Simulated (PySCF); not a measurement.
All of these have the formula C5H4O2. The calculation used TDDFT PBE0/def2-SVPD, vertical, gas phase, core orbitals frozen in the response in PySCF 2.14.0, density-fitted response routines. Geometries: PBE0-D3(BJ)/def2-SVP; one conformer of each isolated species. Triplets are in the Tamm–Dancoff approximation.

A. `O=Cc1ccoc1`
B. `O=c1ccocc1`
C. `C=C1C=C1OC=O`
D. `C#C/C=C/C(=O)O`

Lowest singlet levels (six at most, fewer where fewer were computed) with oscillator strengths:

1. 321 nm (f 0.000); 255 nm (f 0.049); 205 nm (f 0.111); 191 nm (f 0.000); 185 nm (f 0.405); 180 nm (f 0.004); T1 3.31 eV
2. 282 nm (f 0.000); 262 nm (f 0.000); 251 nm (f 0.448); 195 nm (f 0.018); 194 nm (f 0.000); 177 nm (f 0.213)
3. 308 nm (f 0.000); 248 nm (f 0.000); 221 nm (f 0.022); 218 nm (f 0.172); 190 nm (f 0.117); 180 nm (f 0.000); T1 3.57 eV
4. 324 nm (f 0.042); 232 nm (f 0.075); 226 nm (f 0.002); 221 nm (f 0.004); 194 nm (f 0.003); 190 nm (f 0.003); T1 3.15 eV

Problem. Which spectrum belongs to which structure?

Solution. 1 = A, 2 = D, 3 = B, 4 = C.
- A: S1 at 3.87 eV, HOMO-1→LUMO (96%); Löwdin shares by element: HOMO carbon 81% or more (atoms not listed hold the other 19%); LUMO carbon 58% or more, oxygen 23% or more (atoms not listed hold the other 19%); HOMO -7.32 and LUMO -1.70 eV; point group Cs, 2 of its 6 listed states under f = 0.0005.
- B: S1 at 4.03 eV, HOMO→LUMO (98%); Löwdin shares by element: HOMO oxygen 68% or more, carbon 27% or more; LUMO carbon 49% or more, oxygen 21% or more (atoms not listed hold the other 30%); HOMO -7.26 and LUMO -1.33 eV; point group C2v, 3 of its 6 listed states under f = 0.0005.
- C: S1 at 3.82 eV, HOMO→LUMO (99%); Löwdin shares by element: HOMO carbon 87% or more; LUMO carbon 45% or more, oxygen 37% (atoms not listed hold the other 18%); HOMO -6.11 and LUMO -1.41 eV; point group Cs.
- D: S1 at 4.40 eV, HOMO-1→LUMO (98%); Löwdin shares by element: HOMO carbon 84% or more (atoms not listed hold the other 16%); LUMO carbon 69% or more (atoms not listed hold the other 31%); HOMO -7.69 and LUMO -2.32 eV; point group Cs, 3 of its 6 listed states under f = 0.0005.
A and C have S1 within 0.05 eV of each other; their strongest listed levels stand at 6.70 eV (f 0.405) and 5.35 eV (f 0.075).
